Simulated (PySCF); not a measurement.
PySCF input file for NO2, SMILES [O]N=O, multiplicity 2, TDA-CAM-B3LYP/def2-TZVPD. Geometry optimised at TPSSh-D3(BJ)/def2-TZVP.

```python
import numpy as np
from pyscf import gto, scf, dft, tdscf

mol = gto.M(
    atom='''
    O     0.00000000    1.10149056    0.14126653
    N     0.00000000   -0.00000000   -0.32289493
    O     0.00000000   -1.10149056    0.14126653
    ''',
    basis='def2-TZVPD',
    charge=0,
    spin=1,
    max_memory=1600,
    verbose=4,
)
mf = dft.UKS(mol, xc='cam-b3lyp').density_fit(auxbasis='def2-universal-jkfit')
mf.grids.level = 3
mf.conv_tol = 1e-9
mf.max_cycle = 100
mf.kernel()
fine, coarse = mf.grids, dft.Grids(mol).set(level=1).build(with_non0tab=True)
for _ in range(3):  # follow internal instabilities
    mf.grids = coarse
    mo, _, stable, _ = mf.stability(return_status=True, nroots=4)
    mf.grids = fine
    if stable:
        break
    mf.kernel(mf.make_rdm1(mo, mf.mo_occ))
mf.grids = dft.Grids(mol).set(level=1).build(with_non0tab=True)  # coarser grid for the response kernel
td = tdscf.TDA(mf)
td.nstates = 10
td.conv_tol = 1e-4
td.positive_eig_threshold = 1e-6
td.kernel(x0=td.get_init_guess(mf, 15))
td.analyze()
```

Log of the run:

```
PySCF version 2.14.0

[INPUT] verbose = 4
[INPUT] num. atoms = 3
[INPUT] num. electrons = 23
[INPUT] charge = 0
[INPUT] spin (= nelec alpha-beta = 2S) = 1
[INPUT] symmetry False subgroup None
[INPUT] Mole.unit = angstrom
[INPUT] Symbol           X                Y                Z      unit          X                Y                Z       unit  Magmom
[INPUT]  1 O      0.000000000000   1.101490560000   0.141266530000 AA    0.000000000000   2.081515487194   0.266955052268 Bohr   0.0
[INPUT]  2 N      0.000000000000   0.000000000000  -0.322894930000 AA    0.000000000000   0.000000000000  -0.610182984711 Bohr   0.0
[INPUT]  3 O      0.000000000000  -1.101490560000   0.141266530000 AA    0.000000000000  -2.081515487194   0.266955052268 Bohr   0.0

nuclear repulsion = 64.9577480308506
number of shells = 41
number of NR pGTOs = 162
number of NR cGTOs = 117
basis = def2-TZVPD
ecp = {}


[settings echo left out]
init E= -205.621345036383
  alpha nocc = 12  HOMO = -0.202335384331214  LUMO = -0.0729707638926413
  beta  nocc = 11  HOMO = -0.406032835912104  LUMO = -0.202335384331207

WARN: HOMO -0.202335384331214 >= LUMO -0.202335384331207

cycle= 1 E= -204.910866967255  delta_E= 0.71  |g|= 0.725  |ddm|=  1.2
  alpha nocc = 12  HOMO = -0.368393034958498  LUMO = -0.103413110813086
  beta  nocc = 11  HOMO = -0.37346185999492  LUMO = -0.161257625007089
  HOMO = -0.368393034958  LUMO = -0.161257625007  gap/eV = 5.63644
cycle= 2 E= -204.616382826707  delta_E= 0.294  |g|= 1.24  |ddm|=  0.8
  alpha nocc = 12  HOMO = -0.371519686896477  LUMO = -0.04515188783963
  beta  nocc = 11  HOMO = -0.428517510373939  LUMO = -0.121029312401404
  HOMO = -0.371519686896  LUMO = -0.121029312401  gap/eV = 6.81619
cycle= 3 E= -205.097901514632  delta_E= -0.482  |g|= 0.043  |ddm|= 0.448
  alpha nocc = 12  HOMO = -0.365424129315478  LUMO = -0.0289462059390289
  beta  nocc = 11  HOMO = -0.417174773013284  LUMO = -0.105485825932583
  HOMO = -0.365424129315  LUMO = -0.105485825933  gap/eV = 7.07328
cycle= 4 E= -205.098544211748  delta_E= -0.000643  |g|= 0.0132  |ddm|= 0.0434
  alpha nocc = 12  HOMO = -0.368833469026946  LUMO = -0.0306104282539792
  beta  nocc = 11  HOMO = -0.420118783020795  LUMO = -0.106201792848353
  HOMO = -0.368833469027  LUMO = -0.106201792848  gap/eV = 7.14657
cycle= 5 E= -205.098612165542  delta_E= -6.8e-05  |g|= 0.00347  |ddm|= 0.014
  alpha nocc = 12  HOMO = -0.368049314046381  LUMO = -0.0292756697286478
  beta  nocc = 11  HOMO = -0.418680469331132  LUMO = -0.104769689206115
  HOMO = -0.368049314046  LUMO = -0.104769689206  gap/eV = 7.16420
cycle= 6 E= -205.098619169753  delta_E= -7e-06  |g|= 0.000927  |ddm|= 0.00436
  alpha nocc = 12  HOMO = -0.36846424573816  LUMO = -0.0295488081891264
  beta  nocc = 11  HOMO = -0.41876169898317  LUMO = -0.104971922229048
  HOMO = -0.368464245738  LUMO = -0.104971922229  gap/eV = 7.16999
cycle= 7 E= -205.098619921311  delta_E= -7.52e-07  |g|= 0.000189  |ddm|= 0.00162
  alpha nocc = 12  HOMO = -0.368441559643337  LUMO = -0.0295052486543597
  beta  nocc = 11  HOMO = -0.4187187932245  LUMO = -0.10492981960784
  HOMO = -0.368441559643  LUMO = -0.104929819608  gap/eV = 7.17052
cycle= 8 E= -205.098619963095  delta_E= -4.18e-08  |g|= 6.61e-05  |ddm|= 0.000256
  alpha nocc = 12  HOMO = -0.368442866773812  LUMO = -0.0294924118880857
  beta  nocc = 11  HOMO = -0.418708888924367  LUMO = -0.104929589367515
  HOMO = -0.368442866774  LUMO = -0.104929589368  gap/eV = 7.17056
cycle= 9 E= -205.098619969544  delta_E= -6.45e-09  |g|= 2.02e-05  |ddm|= 0.000105
  alpha nocc = 12  HOMO = -0.368441801180353  LUMO = -0.0294899991618891
  beta  nocc = 11  HOMO = -0.418708481599432  LUMO = -0.104931723337323
  HOMO = -0.36844180118  LUMO = -0.104931723337  gap/eV = 7.17047
cycle= 10 E= -205.098619970408  delta_E= -8.65e-10  |g|= 6.54e-06  |ddm|= 3.62e-05
  alpha nocc = 12  HOMO = -0.36844146948625  LUMO = -0.0294890142153861
  beta  nocc = 11  HOMO = -0.418709120748768  LUMO = -0.104931335264396
  HOMO = -0.368441469486  LUMO = -0.104931335264  gap/eV = 7.17048
Extra cycle  E= -205.098619970476  delta_E= -6.73e-11  |g|= 5.09e-06  |ddm|= 7.69e-06
converged SCF energy = -205.098619970476  <S^2> = 0.75462639  2S+1 = 2.0046211
tot grids = 15480
uhf_internal: lowest eigs of H = [0.1746144  0.20985062 0.21958911 0.22566055]
<class 'pyscf.df.df_jk.DFUKS'> wavefunction is stable in the internal stability analysis
tot grids = 15480
Overwritten attributes  positive_eig_threshold  of <class 'pyscf.tdscf.uks.TDA'>


******** <class 'pyscf.tdscf.uks.TDA'> for <class 'pyscf.df.df_jk.DFUKS'> ********
nstates = 10
deg_eia_thresh = 1.000e-03
wfnsym = None
conv_tol = 0.0001
eigh lindep = 1e-12
eigh level_shift = 0
eigh max_cycle = 100


Excitation energies (eV)
[3.00333595 3.36012399 3.74266983 4.76596221 4.86301262 5.81596692
 7.99147003 8.24852309 8.55447056 8.73713017]

** Excitation energies and oscillator strengths **
Excited State   1:      3.00334 eV    412.82 nm  f=0.0005
      12a ->   13a      0.99561
Excited State   2:      3.36012 eV    368.99 nm  f=0.0098
      11a ->   13a      0.29972
      10b ->   13b      0.12712
      11b ->   12b      0.93729
Excited State   3:      3.74267 eV    331.27 nm  f=0.0000
      10a ->   13a     -0.11566
      10b ->   12b      0.98560
Excited State   4:      4.76596 eV    260.15 nm  f=0.0006
      11a ->   13a     -0.68239
      10b ->   13b      0.71152
      11b ->   12b      0.12186
Excited State   5:      4.86301 eV    254.95 nm  f=0.0000
      10a ->   13a     -0.27441
      10b ->   12b     -0.10025
      11b ->   13b     -0.95228
Excited State   6:      5.81597 eV    213.18 nm  f=0.0000
      10a ->   13a     -0.95111
      11b ->   13b      0.28554
Excited State   7:      7.99147 eV    155.15 nm  f=0.0022
       9a ->   13a      0.10379
      12a ->   14a     -0.78622
      12a ->   16a      0.40017
      12a ->   18a      0.14316
       9b ->   12b      0.39756
Excited State   8:      8.24852 eV    150.31 nm  f=0.1005
      11a ->   13a      0.44032
      12a ->   15a     -0.17928
       8b ->   12b      0.65110
      10b ->   13b      0.47825
      11b ->   12b     -0.17848
      11b ->   14b     -0.16015
Excited State   9:      8.55447 eV    144.93 nm  f=0.0378
       9a ->   13a      0.34755
      12a ->   14a      0.45772
       9b ->   12b      0.79708
Excited State  10:      8.73713 eV    141.90 nm  f=0.0117
       7a ->   13a      0.16119
      12a ->   17a      0.19710
       7b ->   12b      0.94636
       9b ->   13b     -0.11387

** Transition electric dipole moments (AU) **
state          X           Y           Z        Dip. S.      Osc.
  1         0.0815      0.0000      0.0000      0.0066      0.0005
  2        -0.0000     -0.3453      0.0000      0.1192      0.0098
  3         0.0000     -0.0000     -0.0000      0.0000      0.0000
  4         0.0000     -0.0723     -0.0000      0.0052      0.0006
  5         0.0000     -0.0000     -0.0000      0.0000      0.0000
  6        -0.0000     -0.0000     -0.0000      0.0000      0.0000
  7        -0.0000      0.0000      0.1071      0.0115      0.0022
  8        -0.0000      0.7053     -0.0000      0.4975      0.1005
  9        -0.0000      0.0000      0.4245      0.1802      0.0378
 10         0.2338      0.0000     -0.0000      0.0546      0.0117

** Transition velocity dipole moments (imaginary part, AU) **
state          X           Y           Z        Dip. S.      Osc.
  1        -0.0428      0.0000      0.0000      0.0018      0.0110
  2        -0.0000      0.0736     -0.0000      0.0054      0.0293
  3         0.0000      0.0000     -0.0000      0.0000      0.0000
  4         0.0000      0.0178     -0.0000      0.0003      0.0012
  5         0.0000      0.0000     -0.0000      0.0000      0.0000
  6         0.0000      0.0000     -0.0000      0.0000      0.0000
  7        -0.0000     -0.0000      0.0046      0.0000      0.0000
  8        -0.0000     -0.0499     -0.0000      0.0025      0.0055
  9        -0.0000     -0.0000      0.0723      0.0052      0.0111
 10         0.0464     -0.0000     -0.0000      0.0022      0.0045

** Transition magnetic dipole moments (imaginary part, AU) **
state          X           Y           Z
  1        -0.0000      0.9253     -0.0000
  2        -0.1076     -0.0000      0.0000
  3        -0.0000     -0.0000     -0.2505
  4        -0.0217     -0.0000     -0.0000
  5        -0.0000     -0.0000      0.2048
  6        -0.0000     -0.0000     -0.4321
  7        -0.0000     -0.0000     -0.0000
  8         0.4601     -0.0000     -0.0000
  9         0.0000     -0.0000      0.0000
 10         0.0000      0.1357      0.0000
```

The run converged.
